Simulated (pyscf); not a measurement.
H₃C–N(CH₃)–SiH₃ (SMILES CN(C)[SiH3]) + H• (SMILES [H]) → H₃C–N(CH₃)–SiH₂• (SMILES CN(C)[SiH2]) + H₂ (SMILES [H][H]) (hydrogen abstraction; doublet surface; H–Si broken, H–H formed). PySCF, gas phase, ωB97X-D3(BJ)/def2-SVP geometries. Energies in kJ/mol from the separated reactants.

```json
[
 {"level": "ωB97X-D3(BJ)/def2-TZVP", "barrier": "___", "reaction energy": "-59.1"},
 {"level": "r²SCAN/def2-TZVP", "barrier": "-9.8", "reaction energy": "-79.1"},
 {"level": "B3LYP-D3(BJ)/def2-TZVP", "barrier": "___", "reaction energy": "___"},
 {"level": "PBE0-D3(BJ)/def2-TZVP", "barrier": "2.6", "reaction energy": "-65.7"},
 {"level": "M06-2X/def2-TZVP", "barrier": "17.5", "reaction energy": "-67.7"},
 {"level": "HF/def2-TZVP", "barrier": "47.8", "reaction energy": "-31.5"}
]
```

**Question.** Fill in the missing entries.

**Answer.** 
- ωB97X-D3(BJ)/def2-TZVP, barrier: 14.7
- B3LYP-D3(BJ)/def2-TZVP, barrier: -5.1
- B3LYP-D3(BJ)/def2-TZVP, reaction energy: -78.6

At r²SCAN, B3LYP-D3(BJ) this geometry lies under the reactants; that is no barrier but a single point on another level's saddle; such a level's own saddle, if it has one, lies nearer that side and is low. One saddle was located; it need not be the lowest between these sides. The angle at the transferred H is 180°.
